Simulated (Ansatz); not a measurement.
Consider the isomerisation: `C=CCCCC` → `C=CC(C)(C)C`.

Calculated with Ansatz (gas phase, PBE0-D4/def2-TZVP geometries, no zero-point term in ΔE). CBS: MP2 limit from def2 TZ/QZ plus the TZ coupled-cluster correction, frozen cores. DFT in def2-TZVPP. B3LYP here is the variant with VWN-RPA as its local correlation; programs differ in this. One conformer a species, not always the lowest.

CCSD(T)/CBS gives -0.15 eV.

Problem. Another level gave -0.03 eV. Which?
A. MP2/def2-TZVPP
B. PBE0-D4/def2-TZVPP
C. CCSD(T)/def2-TZVPP
D. B3LYP/def2-TZVPP

Solution. D. B3LYP -0.03, PBE0-D4 -0.09, CCSD(T)/def2-TZVPP -0.15, MP2/def2-TZVPP -0.20 eV.

Largest T1 diagnostic among the species: 0.009.

In def2-TZVPP, CCSD(T) changes the Hartree–Fock value by −0.13 eV (the triples alone add −0.02 eV) and MP2 by −0.18 eV. The D4 term adds −0.05 eV with B3LYP and −0.03 eV with PBE0; it sums over pairs of atoms, weighted by their polarisabilities, and B3LYP, whose exchange is more repulsive, gets the larger term.
